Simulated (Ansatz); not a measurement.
Reaction (homolysis of the C–S bond): `FC(F)(F)S` → `F[C](F)F`• + `[SH]`•

Computed with Ansatz on PBE0-D4/def2-TZVP structures; ΔE is electronic, products minus reactants. CCSD(T)/CBS is the MP2 limit (def2-TZVPP, def2-QZVPP) plus CCSD(T) − MP2 in def2-TZVPP, frozen cores. This one scheme is used for every species. No spin–orbit coupling; open shells (•) take unrestricted orbitals. One conformer a species, not always the lowest.

`FC(F)(F)S`:

Cartesian coordinates in Å:
```
F -1.501 0.733 -0.131
C -0.421 -0.013 0.091
F -0.643 -1.227 -0.412
F -0.280 -0.159 1.409
S 0.992 0.810 -0.673
H 1.852 -0.144 -0.284
```

`F[C](F)F`•:

Z-matrix (Å, degrees):
```
C
F 1 1.313
F 1 1.313 2 111.4
F 1 1.313 2 111.4 3 125.1
```

`[SH]`•:

```xyz
2

S    -0.341   -0.555   -0.167
H     0.341    0.555    0.167
```

```
        level  ΔE (kJ/mol)
  HF/def2-SVP        194.8
CCSD/def2-SVP        298.3
```

(1) What does CCSD(T)/CBS give? (Estimate.)

Largest T1 diagnostic among the species: 0.014.

Results:

(1) Computed: +337.7 kJ/mol. The listed levels differ from it by -142.9, -39.4 kJ/mol.

The D4 term adds +10.3 kJ/mol with B3LYP and +5.3 kJ/mol with PBE0; it sums over pairs of atoms, weighted by their polarisabilities, and B3LYP, whose exchange is more repulsive, gets the larger term. From r2SCAN to r2SCAN0 (25 % exact exchange), in def2-TZVPP and without D4, ΔE moves by −8.7 kJ/mol: exact exchange takes away binding that semilocal exchange gives to molecules. Leaving LDA and LC-ωPBE aside and taking each functional with its dispersion term where it has one, the values, not all of them listed here, spread over 41.5 kJ/mol, from BHLYP-D4 to ωB97M-V. LDA lies +74.1 kJ/mol from PBE without D4, its usual overbinding.

B3LYP here is the variant with VWN-RPA as its local correlation; programs differ in this.
